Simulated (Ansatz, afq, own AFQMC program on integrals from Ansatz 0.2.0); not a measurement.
Breaking P1–H2 in PH$_{3}$, singlet

```yaml
atoms:
  - { symbol: P, position_ang: [0.3489, -0.3293, -0.3357] }
  - { symbol: H, position_ang: [0.6337, -0.0339, 1.0326] }
  - { symbol: H, position_ang: [-1.0111, -0.6661, -0.0570] }
  - { symbol: H, position_ang: [0.0285, 1.0293, -0.6399] }
```

Products: PH₂ (doublet; PH2) and H (doublet), each relaxed with PBE0/def2-SVP like the molecule; electronic energies without zero-point terms. Determinants: RHF, UHF and UHF in that order.

Basis def2-TZVP. Noble-gas cores (and the filled d shells of Ga–Kr and In–Xe) are frozen. Integrals, coupled cluster, full CI and functionals: Ansatz 0.2.0; the random walks run on the same integrals in our own AFQMC program. The CISD trial takes its coefficients from CCSD amplitudes. Released means that phaseless walkers are propagated on without the constraint, phases kept. ± is one standard error of the sampling. The errors of all members are added in quadrature.

No full CI on the walks' own integrals is used here; CCSDT(Q) serves as the reference and is uncertain by about the last step of the cluster series. Each member takes its own surest rung, up to full CI.

The best estimate is CCSD(T) at the basis-set limit (CBS: def2-TZVPP and def2-QZVPP, with their diffuse functions for anions and beside diffuse sets, CCSD(T) itself extrapolated) plus the step from CCSD(T) to CCSDT(Q) in def2-TZVP. Rows without CBS are in def2-TZVP; B2PLYP and the wave-function rows carry a basis error of their own. Core correlation and relativity beyond core potentials are missing, and ± holds the sampling alone.

Best estimate: 3.804 eV.

```tsv
level	bond energy (eV)	error against the best estimate (eV)
HF	2.753	-1.052
MP2	3.568	-0.237
CCSD	3.620	-0.184
CCSD(T)	3.647	-0.158
CCSDT	3.645	-0.159
CCSDT(Q)	3.647	-0.158
ph-AFQMC/CISD	3.649 ± 0.004	-0.155 ± 0.004
released AFQMC	3.647 ± 0.003	-0.158 ± 0.003
HF/CBS	2.756	-1.049
MP2/CBS	3.746	-0.058
CCSD(T)/CBS	3.804	0.000
PBE	3.676	-0.128
r2SCAN	3.657	-0.148
PBE0	3.657	-0.148
B3LYP	3.733	-0.071
wB97M-V	3.819	0.015
B2PLYP	3.691	-0.113
```

Correlation beyond CCSD(T) changes it by less than 2 meV. Going to the basis-set limit adds 0.158 eV at CCSD(T). The perturbative (T) step is worth +0.027 eV. The functionals spread over 0.163 eV; wB97M-V comes nearest and PBE0 is 0.148 eV too low.

Best estimates are given only where the step beyond CCSD(T) is under 0.3 eV and no member's determinant is very poor (T1 over 0.05, or 0.07 for open shells, ⟨S²⟩ too high by 0.3, two states mixed), so the hardest cases are missing from such tables.

The functionals ran in a triple-zeta set and keep a basis error of their own, a few kJ/mol for each bond in atomization energies and more for double hybrids, so close places among them and the extrapolated levels can swap.

CCSDT and higher add their correlation energy to the determinant of the CCSD(T) run, since their own runs factorise the integrals more tightly (a shift of under 2 meV). Each member of a difference takes its own highest rung, so a best estimate needn't equal the limit plus the step of one row. A walk keeps the symmetry of its determinant, which the program's search chose and which needn't be the lowest solution, so a lower state of the same spin and another symmetry isn't excluded. Released energies are given only where the last usable release times agree within the noise; a slower fall can still hide under it.
